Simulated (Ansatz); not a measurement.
# BClH₂N− (SMILES [NH-]BCl): single points off equilibrium

The task here is to estimate one member of a computed series from the others.

Method: single points in def2-TZVPPD; program: Ansatz 0.2.0, Gaussian basis.

Correlated methods freeze the cores.

**The system as given**

5 atoms, charge -1, spin multiplicity 1.

Atoms are counted from 1 here; the program's logs count them from 0.

Bond lengths: N1–B2 1.304 Å, N1–H4 1.018 Å, B2–Cl3 1.988 Å, B2–H5 1.164 Å. Angles: B2–N1–H4 127.4°, N1–B2–Cl3 122.7°, N1–B2–H5 129.4°, Cl3–B2–H5 107.9°.

Coordinates:

```xyz
5

N    -0.5473   -0.8351   -0.4002
B     0.3122   -0.1134    0.2643
Cl    0.3149    1.8736    0.2101
H    -1.2976   -0.5047   -1.0030
H     1.1784   -0.4531    0.9629
```

The first run:

The input, run/in.yaml:

```yaml
crystal:
  periodic: [false, false, false]
  atoms:
    - {symbol: N, position_ang: [-0.547300, -0.835100, -0.400200]}
    - {symbol: B, position_ang: [0.312200, -0.113400, 0.264300]}
    - {symbol: Cl, position_ang: [0.314900, 1.873600, 0.210100]}
    - {symbol: H, position_ang: [-1.297600, -0.504700, -1.003000]}
    - {symbol: H, position_ang: [1.178400, -0.453100, 0.962900]}
basis:
  gaussian: {orbitals: "def2-TZVPPD.json"}
total_charge: -1
correlation: {method: ccsd_t}
output: {forces: true}
```

The basis file named in the input lies beside it (Basis Set Exchange, JSON).

The command line of these runs was not kept.

Steps of the session up to this table: CCSD(T)/def2-TZVPPD; PBE0-D4/def2-TZVPPD; wB97M-V/def2-TZVPPD; r2SCAN-D4/def2-TZVPPD; PBE-D4/def2-TZVPPD; wB97X-V/def2-TZVPPD; r2SCAN0-D4/def2-TZVPPD.

One of the session's tables, all rows but one given; the rest of the session is left out.

| method | RMS force component (eV/Å) | angle to CCSD(T) forces (°) |
| --- | --- | --- |
| CCSD(T) | 0.836 | reference |
| PBE0-D4 | 0.677 | 14.4 |
| wB97M-V | ? | ? |
| r2SCAN-D4 | 0.681 | 10.4 |
| PBE-D4 | 0.754 | 10.4 |
| wB97X-V | 0.713 | 10.8 |
| r2SCAN0-D4 | 0.641 | 19.0 |

**Question.** Estimate the row for wB97M-V.

**Answer.** RMS force component (eV/Å): 0.643; angle to CCSD(T) forces (°): 11.4. In the column «RMS force component (eV/Å)» it lies between r2SCAN0-D4 (0.641) and PBE0-D4 (0.677).
